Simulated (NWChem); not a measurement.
## Ionisation of disulfur (S$_{2}$)

```xyz
2

S      0.0000     0.0000     0.9520
S      0.0000     0.0000    -0.9520
```
Charge 0, spin multiplicity 3.

All runs are NWChem calculations. All single points use one geometry, from UPBE0/def2-SVP, a minimum by its harmonic frequencies.

Basis set: def2-TZVP. The species with one electron less has spin multiplicity 2 and keeps the geometry of the parent. Δ marks differences of total energies (open shells unrestricted). −ε marks an orbital energy of the parent. That orbital need not have the symmetry of the hole or added electron in the Δ rows.

B3LYP has NWChem's definition, with VWN1-RPA local correlation. The unpaired electrons of the parent sit in orbitals of symmetry b2g and b3g (D2h labels of the run); other states weren't searched. The stability of the SCF solutions was not checked.

For the first vertical ionisation energy, G0W0@PBE gives 8.84 eV and G0W0@BHandHLYP gives 9.39 eV. What do ΔBLYP, −ε(alpha HOMO) of B3LYP, −ε(alpha HOMO) of BLYP give?

ΔBLYP: 9.27 eV; −ε(alpha HOMO) of B3LYP: 6.78 eV; −ε(alpha HOMO) of BLYP: 5.57 eV.
